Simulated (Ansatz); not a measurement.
Process, species as SMILES: BN (BH2-NH2) → [BH2] (BH2) + [NH2] (NH2)
B3LYP-D3(BJ)/def2-TZVP geometries, fixed; electronic energies without zero-point terms.
Largest species:
```
B
N 1 1.3876
H 2 1.0069 1 123.31
H 2 1.0069 3 113.37 1 180.00
H 1 1.1928 2 119.04 3 0.00
H 1 1.1928 5 121.92 2 180.00
```

Basis-set convergence of the bond dissociation energy at MP2 with Ansatz (an electronic-structure program). Cartesian d functions, on some or all atoms, in 6-31+G*; all else is spherical. Cores are frozen. Open shells are unrestricted. No added dispersion term, no relativity. Functions are those of the species that has most. Reference: Hartree-Fock in aug-cc-pVQZ plus the correlation part extrapolated as X^-3 from aug-cc-pVTZ and aug-cc-pVQZ, 153.89 kcal/mol, itself unsure by roughly 0.53 kcal/mol (a third of the extrapolation step and of the last Hartree-Fock step). Deviations are taken from unrounded values.

| basis | functions | bond dissociation energy (kcal/mol) | minus reference (kcal/mol) |
|---|---|---|---|
| STO-3G | 14 | 159.21 | 5.32 |
| 6-31+G* | 46 | 147.95 | -5.95 |
| pcseg-1 | 48 | 147.85 | -6.04 |
| aug-cc-pVDZ | 82 | 144.97 | -8.92 |
| def2-TZVPD | 110 | 150.57 | -3.32 |
| pcseg-2 | 116 | 151.66 | -2.23 |
| 6-311++G(3df,3pd) | 150 | 151.40 | -2.49 |
| cc-pVQZ | 230 | 152.89 | -1.00 |
| pcseg-3 | 252 | 153.05 | -0.84 |
